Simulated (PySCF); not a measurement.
# MgAl: energy against distance

Set-up: basis Mg jorge-DZP-DKH, Al jorge-DZP-DKH; spin-free X2C with a Gaussian nucleus; PySCF 2.14. Energies in eV from Mg + Al in their ground configurations at the same level. State: ²Π (doublet), unpaired electrons π ↑.

All columns are BLYP. A positive dipole means Mg(−)Al(+).

| R (Å) | E (eV) | μ (D) | Mulliken charge on Mg (basis-dependent) | HOMO (eV) | LUMO (eV) | Mayer bond order | ⟨S²⟩ |
| --- | --- | --- | --- | --- | --- | --- | --- |
| 2.509 | -0.078 | -1.16 | -0.02 | -3.13 | -2.92 | 1.47 | 0.75 |
| 2.625 | -0.222 | -1.16 | -0.03 | -3.05 | -2.83 | 1.38 | 0.75 |
| 2.742 | -0.302 | -1.14 | -0.03 | -2.98 | -2.76 | 1.28 | 0.75 |
| 2.829 | -0.331 | -1.13 | -0.02 | -2.93 | -2.71 | 1.20 | 0.75 |
| 2.917 | -0.343 | -1.11 | -0.02 | -2.89 | -2.67 | 1.13 | 0.75 |
| 3.005 | -0.341 | -1.09 | -0.01 | -2.86 | -2.63 | 1.05 | 0.75 |
| 3.121 | -0.324 | -1.07 | 0.00 | -2.82 | -2.59 | 0.95 | 0.75 |
| 3.267 | -0.291 | -1.03 | 0.01 | -2.78 | -2.55 | 0.83 | 0.75 |
| 3.442 | -0.243 | -0.99 | 0.02 | -2.75 | -2.56 | 0.69 | 0.75 |
| 3.675 | -0.181 | -0.91 | 0.02 | -2.72 | -2.55 | 0.53 | 0.75 |

A fit through these points gives, at Re = 2.945 Å, μ = -1.11 D and dμ/dR = 0.200 D/Å; the reduced mass is 12.7 u.

Problem. How strong is the fundamental in the double-harmonic approximation, I = 42.26·(dμ/dR)²/μred km/mol?

Solution. I = 42.26·(0.200)²/12.7 = 0.133 km/mol at BLYP.

The bond is weak. Basis-set superposition, not corrected here, can be much of De in a small basis, most of all at correlated wavefunction levels. Functionals without a dispersion term scatter widely for such bonds, and LDA overbinds them. The state was picked by a PBE0 search and need not be the measured ground state.
